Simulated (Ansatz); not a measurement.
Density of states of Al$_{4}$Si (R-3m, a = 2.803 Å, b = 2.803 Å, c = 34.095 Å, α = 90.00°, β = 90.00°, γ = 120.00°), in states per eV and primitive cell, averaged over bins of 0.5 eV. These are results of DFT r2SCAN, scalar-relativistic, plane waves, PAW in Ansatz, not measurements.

Settings: cutoff 500 eV, Γ-centred mesh 15×15×15 on the computed 5-atom cell, Gaussian smearing of 0.10 eV; no spin polarisation.

The cell is relaxed at this level. The states (both spins) are summed by tetrahedra on a 23×23×23 mesh at the self-consistent density. Energies are bin centres; the table starts no lower than −8 eV and ends at 6 eV, or lower where the solved bands end.

It is a metal at this level.

| E − E_F (eV) | total | Al 3p | Al 3s | Si 3p | Si 3s |
| --- | --- | --- | --- | --- | --- |
| -7.80 | 1.23 | 0.63 | 0.26 | 0.15 | 0.17 |
| -7.30 | 1.17 | 0.64 | 0.26 | 0.13 | 0.12 |
| -6.80 | 1.23 | 0.68 | 0.28 | 0.17 | 0.10 |
| -6.30 | 1.35 | 0.73 | 0.29 | 0.23 | 0.09 |
| -5.80 | 1.42 | 0.78 | 0.28 | 0.26 | 0.08 |
| -5.30 | 1.51 | 0.84 | 0.27 | 0.30 | 0.08 |
| -4.80 | 1.45 | 0.81 | 0.26 | 0.28 | 0.09 |
| -4.30 | 1.59 | 0.85 | 0.31 | 0.30 | 0.11 |
| -3.80 | 1.62 | 0.91 | 0.32 | 0.28 | 0.09 |
| -3.30 | 1.75 | 0.97 | 0.35 | 0.30 | 0.10 |
| -2.80 | 1.62 | 0.86 | 0.33 | 0.30 | 0.09 |
| -2.30 | 1.58 | 0.87 | 0.33 | 0.27 | 0.08 |
| -1.80 | 1.66 | 0.84 | 0.35 | 0.32 | 0.09 |
| -1.30 | 1.79 | 0.93 | 0.40 | 0.27 | 0.10 |
| -0.80 | 1.75 | 0.91 | 0.37 | 0.28 | 0.09 |
| -0.30 | 1.87 | 0.90 | 0.43 | 0.31 | 0.11 |
| 0.20 | 1.82 | 0.92 | 0.42 | 0.25 | 0.10 |

The columns after the total are the Löwdin projections on the occupied valence shells of the potentials. The rest of the total lies in shells that are empty in the free atom, which aren't projected, and between the atoms.

Whether Al4Si exists in this form wasn't checked.